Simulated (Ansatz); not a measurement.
fcc Pd was calculated with rVV10 in Ansatz (PAW).

Numerical settings: plane-wave cutoff 520 eV, 24×24×24 k mesh, Fermi–Dirac smearing 0.05 eV, scalar-relativistic PAW data made under PBE.

Computed at the level's own relaxed cell.

**Question.** Give the computed equilibrium volume per atom, bulk modulus, equilibrium lattice constant a and pressure derivative B′ of the bulk modulus.

**Answer.** 
equilibrium volume per atom: 15.71 Å³/atom
bulk modulus: 163 GPa
equilibrium lattice constant a: 3.976 Å
pressure derivative B′ of the bulk modulus: 5.4

The run finds no gap.

Measured, for comparison: equilibrium volume per atom 14.56 Å³/atom, lattice constant a 3.876 Å (static lattice: zero-point anharmonic expansion removed; as tabulated in Mejia-Rodriguez and Trickey (2018), arXiv:1807.09216); bulk modulus 195 GPa (zero-point energy and finite temperature contributions removed, our sources range from 187 to 198; as tabulated in doi:10.1021/acs.jctc.3c00612). Computed (rounded) less measured: equilibrium volume per atom +7.9 %, bulk modulus -16 % (-13 % to -18 % over the range), lattice constant a +2.6 %.

Computed values are for the static lattice.

Ansatz is an electronic-structure program.
